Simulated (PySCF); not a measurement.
## How methods differ on the electron affinity of H

H⁻ 1s2 (1S) → H 1s1 (2S), as a difference of total energies. Computed with PySCF 2.14 in aug-cc-pVDZ, with no relativity, point nucleus. Correlated levels: valence: nothing frozen. The calculations carry no spin-orbit coupling.

| method | electron affinity (eV) |
| --- | --- |
| UHF | -0.342 |
| LDA | 0.899 |
| PBE | 0.677 |
| PBE0 | 0.595 |
| r2SCAN | 0.692 |
| BLYP | 0.816 |
| r2SCAN0 | 0.637 |
| B3LYP | 0.887 |
| MP2 (valence) | 0.343 |
| SCS-MP2 (valence) | 0.481 |

Errors of the correlated levels include the incompleteness of this basis.

A negative affinity means that the anion lies above the atom at that level of theory.

In the anion the highest occupied orbital energy is positive at LDA, PBE, PBE0, r2SCAN, BLYP, r2SCAN0, B3LYP, a self-interaction effect; the basis confines that electron, and the energy difference can still be sensible.

For comparison: 0.754 eV (measured; photodetachment measurements, as compiled on the Wikipedia data page of electron affinities).
